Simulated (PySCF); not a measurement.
## Static response to an electric field

C4H7F.
Cartesian coordinates in Å at the GFN2-xTB level; atoms count from 1:
```xyz
12
C4H7F angstrom
C      1.5446   -0.3888   -0.4690
C      0.6233    0.7639   -0.2580
C     -0.6332    0.7052    0.1500
C     -1.4902   -0.4586    0.5090
F     -1.3093    1.8834    0.2811
H      1.8856   -0.4036   -1.5036
H      1.0701   -1.3390   -0.2455
H      2.4230   -0.2795    0.1661
H      1.0395    1.7408   -0.4630
H     -2.3690   -0.4768   -0.1353
H     -1.8331   -0.3553    1.5383
H     -0.9500   -1.3924    0.4039
```

Level: CAM-B3LYP/def2-SVPD (PySCF), static field, nuclei fixed, core orbitals frozen in the response. The polarisability tensor in these axes (au):

```
x   63.62 -0.69 -7.65
y   -0.69 47.89 -0.38
z   -7.65 -0.38 42.10
```

Problem. What are the eigenvalues, a third of the trace, and Δα (Δα² = ½Σ(αi − αj)² over the three pairs)?

Solution. Principal values 39.62, 47.92 and 66.08 au; mean 51.20 au = 7.59 Å³ = 8.44 × 10⁻⁴⁰ C²·m²/J; Δα = 23.44 au (46 % of the mean).

Problem. What is the dipole moment, and where does it point?

Solution. (0.76, -1.79, -0.12) D, 1.95 D in size, pointing from the negative to the positive side. Measured along this direction, the outermost atoms are F5 at the negative end and H7 at the positive end.

Problem. What molar refraction does this α imply?

Solution. Lorentz–Lorenz: R = (4π/3)N_A α = 2.5225 cm³/(mol·Å³) × 7.59 Å³ = 19.1 cm³/mol, in the limit of long wavelengths.

Problem. What depolarisation ratio follows for Rayleigh scattering of linearly polarised light, taking the static tensor?

Solution. ρ = 3Δα²/(45ᾱ² + 4Δα²) = 1648.1/(117981 + 2197.4) = 0.0137.

Problem. Give the eigenvalues of the traceless quadrupole moment Θ = ½Σq(3rr − r²1), origin at the centre of nuclear charge.

Solution. -4.04, -0.59, 4.63 D·Å. The values depend on the origin, since the dipole doesn't vanish. The electronic extent ⟨r²⟩ about the same centre is 482 bohr², a root-mean-square distance of 1.84 Å for the 40 electrons.

Problem. Find the Langevin capture rate constant for H3O+ (19.018 u) meeting this molecule (74.053 u), k = 2.342 × 10⁻⁹ cm³/s × √(α in Å³ / reduced mass in u).

Solution. The reduced mass is 15.13 u, so k = 1.66 × 10⁻⁹ cm³/s. The formula leaves out the permanent dipole, which adds to the capture rate.

Problem. Give the principal axes and the span of the nuclei along them.

Solution. Largest value along (0.95, -0.03, -0.30), where the nuclei span 4.47 Å; middle along (0.01, 1.00, -0.07), 3.27 Å; least along (0.30, 0.07, 0.95), 1.76 Å. The response follows the extents in order.

Isolated species at its GFN2-xTB geometry, gas phase.
